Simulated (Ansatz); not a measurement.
Rhombohedral A7 As was calculated with PBEsol (Ansatz, a quantum-chemistry and plane-wave program, plane waves, PAW).

Run with plane-wave cutoff 520 eV, 18×18×18 k mesh, Fermi–Dirac smearing 0.05 eV, scalar-relativistic PAW data made under PBE.

Energies at three volumes about the minimum:

```
V (Å³/atom)  E − E_lowest (meV/atom)
-----------  -----------------------
20.455                          1.32
20.873                          0.00
21.290                          1.26
```

Task: Fit a parabola by hand: where is the minimum, and what is the bulk modulus?

Result: Slopes: (0.00 − 1.32)/(20.873 − 20.455) = -3.158 and (1.26 − 0.00)/(21.290 − 20.873) = 3.022 meV/Å³. Curvature E″ = 2 × (3.022 − (-3.158))/(21.290 − 20.455) = 14.802 meV/Å⁶. From the middle of the first interval, the slope vanishes at V0 = 20.6640 − (-3.158)/14.802 = 20.877 Å³/atom. B = V0 E″ = 20.877 × 14.802 meV/Å³ × 0.1602 GPa per meV/Å³ = 49.5 GPa. The full Birch–Murnaghan fit to all volumes gives V0 = 20.866 Å³/atom and B0 = 49.4 GPa.

Shape and atoms are relaxed at each volume.

Measured, for comparison: bulk modulus 40.8 GPa, equilibrium volume per atom 21.23 Å³/atom (copied from a table, unchecked, extrapolated to 0 K and zero-point effects removed; as tabulated in Lejaeghere et al. (2013), arXiv:1204.2733). Computed less measured: bulk modulus not scored (unchecked), equilibrium volume per atom not scored (unchecked).

Note: the cell comes from a level without a dispersion term, which matters for the spacing of layers, chains or molecules.
